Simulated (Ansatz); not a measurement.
# How the TO phonon frequency at L of rock-salt PbTe moves with the method

No measured value is used here.

```json
[
 {"level (code)": "LDA (Ansatz)", "value (cm⁻¹)": "100", "cell (Å³/atom)": "32.46"},
 {"level (code)": "PBE (Ansatz)", "value (cm⁻¹)": "90", "cell (Å³/atom)": "35.44"},
 {"level (code)": "r²SCAN (Ansatz)", "value (cm⁻¹)": "[?]", "cell (Å³/atom)": "34.88"}
]
```

### Question
Some entries are withheld; supply them.

### Answer

- r²SCAN (Ansatz, an electronic-structure program), value (cm⁻¹): 94

Density-functional levels without +SOC have no spin–orbit coupling. Each level is taken at its own relaxed cell. Cutoffs differ between the levels. Ansatz's density-functional and Hartree–Fock values are scalar-relativistic unless marked +SOC, with PAW data made under PBE.
